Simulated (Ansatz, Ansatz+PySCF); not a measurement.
```xyz
3

O     0.0008    0.0480   -0.1307
H    -0.0138    0.7737    0.4560
H    -0.0113   -0.8068    0.5142
```

UHF on doublet H₂O(+) was run in several spherical basis sets with Ansatz (development build ahead of 0.2.0).

Question: Rank the basis sets by the total energy that they give, lowest first, with the distance from the lowest.
A. cc-pVTZ
B. 6-31G
C. 6-31G(d)
D. def2-SVP
E. aug-cc-pVDZ
F. cc-pVDZ
G. def2-TZVP
H. STO-3G

Answer: G (0.00 eV), A (0.02 eV), E (0.56 eV), F (0.67 eV), C (1.24 eV), B (2.04 eV), D (2.57 eV), H (27.07 eV).

Totals follow the description of the cores as much as that of the bonds, so this order isn't one of quality for chemistry.
